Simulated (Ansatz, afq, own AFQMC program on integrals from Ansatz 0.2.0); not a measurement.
Integrals from Ansatz 0.2.0, then the random walk in our own AFQMC program (afq).

```yaml
crystal:
  periodic: [false, false, false]
  atoms:
    - {symbol: O, position_ang: [-1.067507, -0.030281, 0.000000]}
    - {symbol: H, position_ang: [-1.316817, 0.896295, 0.000000]}
    - {symbol: H, position_ang: [-0.107978, -0.030281, 0.000000]}
    - {symbol: B, position_ang: [1.363493, -0.030281, 0.000000]}
    - {symbol: H, position_ang: [1.872566, -0.030281, 1.077008]}
    - {symbol: H, position_ang: [1.872566, -0.030281, -1.077009]}
basis:
  gaussian: {orbitals: cc-pVTZ}
magnetization: {spin_polarized: true, initial_magnetization: 1}
correlation: {method: ccsd_t, electrons: outside_noble_gas, hamiltonian_folder: ham}
```

```sh
$ ansatz run in.yaml --threads 1 --pin off --events-out ev --progress --plain --max-ram 16896MiB --backend cuda --devices 0, --max-vram 18GiB
```

afq runs on the folder ham with

```
--method phaseless --trial hf --walkers 600 --populations 10 --least-time 40 --time-step 0.005 --steps-per-block 20 --equilibration-blocks 112 --max-blocks 4000 --target-error 0.001050 --factor-cut 1e-05 --start spin_pure --seed 2290 --taylor-order 6
```

Times are imaginary, in 1/Eh. The walk had a cap of 92 s. With eight or more populations the least sampling time is a fifth of least-time, and the error comes from their spread.

Output of the walk:

```
orbitals 114  electrons 7 6  factors 667 of 667
reference energy -101.78091811 Eh
CCSD correlation -0.38035574 Eh in 14 cycles, weight of the determinant in the CISD state 0.8896
energy of the start -101.781215 Eh
 block  time / (1/Eh)  mean weight  energy / Eh
     1     0.100  1.0028  -101.923731
     2     0.200  1.0033  -102.001799
     3     0.300  1.0033  -102.039516
     4     0.400  1.0034  -102.071708
     5     0.500  1.0021  -102.088606
     8     0.800  1.0022  -102.125537
    14     1.400  1.0002  -102.155089
    53     5.300  0.9984  -102.171934
    92     9.200  0.9996  -102.165702
   105    10.500  1.0001  -102.151304
   131    13.100  0.9993  -102.196405
   170    17.000  0.9998  -102.190052
   209    20.900  1.0012  -102.161571
   248    24.800  1.0004  -102.169617
   287    28.700  0.9987  -102.187338
   326    32.600  0.9975  -102.163886
   365    36.500  1.0000  -102.173188
   404    40.400  0.9999  -102.170694
   443    44.300  1.0007  -102.165538
   482    48.200  1.0017  -102.197899
   521    52.100  1.0017  -102.180908
   547    54.700  0.9997  -102.190669
error from the spread of 10 populations
energy -102.173350 +/- 0.000936 Eh
(rows thinned)
```

The run passed its tests (sampling time, drift between the halves within three errors, error under three times the target), which doesn't prove that it has relaxed.

Against this walk (error 25.5 meV) on the same determinant: CCSD(T) 18.7 meV higher (within the noise), a separate phaseless walk with a CISD trial and standard settings 10.1 ± 26.2 meV higher (within the noise). The error is statistical and leaves out the bias of the constraint. None of these is a sure reference here.

Cautions: constraint bias not in the error.

The walk took 80 s on 1 × NVIDIA H100 80GB HBM3 with 2 threads of AMD EPYC 7R13 Processor (Zen 3), on a shared host (the card was shared). The log's last line is the phaseless energy.

A walk keeps the symmetry of its determinant, which the program's search chose and which needn't be the lowest solution, so a lower state of the same spin and another symmetry isn't excluded.
